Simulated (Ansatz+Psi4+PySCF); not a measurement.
Results of a calculation; reference values are marked as such.
Input for PySCF 2.14.0:

```python
from pyscf import gto, scf, mp

mol = gto.M(atom="""
C -1.211490 0.007970 0.000410
O 1.293970 -0.108690 0.000130
H 0.009480 -0.118020 0.002800
H -1.525530 -0.233250 1.010070
H -1.430670 1.033230 -0.278080
H -1.552710 -0.710110 -0.737700
H 1.416640 0.849890 -0.000590
""", basis='cc-pvtz', charge=0, spin=1)
mf = scf.UHF(mol)
mf.kernel()
pt = mp.MP2(mf, frozen=2).run()
print(mf.e_tot, pt.e_corr, pt.e_tot)
```

The script is written out from the run's settings.

The run gave:

```
Converged                       : yes
Reference energy                : -115.59047 hartree
Correlation energy              : -0.42634 hartree
Total energy                    : -116.01681 hartree
Spin squared of the determinant : 0.787
```

Messages of the program:
```
WARN: HOMO -0.260593941663869 >= LUMO -0.260593941663869
WARN: HOMO -0.260593941663869 >= LUMO -0.260593941663869
```
